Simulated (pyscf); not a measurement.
A first-order saddle from PySCF, ωB97X-D3(BJ)/def2-SVP:

```xyz
19

O     -0.4128    -1.4266    -0.5771
Si     0.3245     0.0669    -0.8698
O     -0.7756     1.2788    -1.0249
O      1.2366    -0.1297    -2.2134
O      1.2651     0.3775     0.4637
Si     0.6245     0.2882     1.9834
O      0.1977    -1.2684     2.3051
O      1.6128     0.8349     3.1720
O     -0.6838     1.3207     1.8847
H     -1.7885    -1.2092    -0.3932
H     -1.0119     1.6597    -0.1640
H      1.9062     0.5396    -2.3867
H     -0.0546    -1.7481     1.4993
H      2.2130     0.1870     3.5554
H     -1.1208     1.5534     2.7106
C     -2.8403    -0.8054    -0.0439
H     -3.4523    -1.6992     0.1356
H     -3.2133    -0.1836    -0.8664
H     -2.6638    -0.2233     0.8687
```
Charge 0, spin multiplicity 2.

Surface: doublet, charge 0. Lowest wavenumbers (cm⁻¹): 606i, 38, 64, 105, 117.

What reaction is this the transition state of?

HO–Si(OH)(OH)–O–Si(OH)(OH)–OH + CH₃• ⇌ •O–Si(OH)(OH)–O–Si(OH)(OH)–OH + CH₄, a hydrogen abstraction read from left to right: H–O broken and C–H formed. At ωB97M-D3(BJ)/def2-TZVP it lies +18.7 kcal/mol from the left side and +4.0 kcal/mol from the right (each side as separated species at their lowest minima found). One saddle was located; it need not be the lowest between these sides. The angle at the transferred H is 165°.
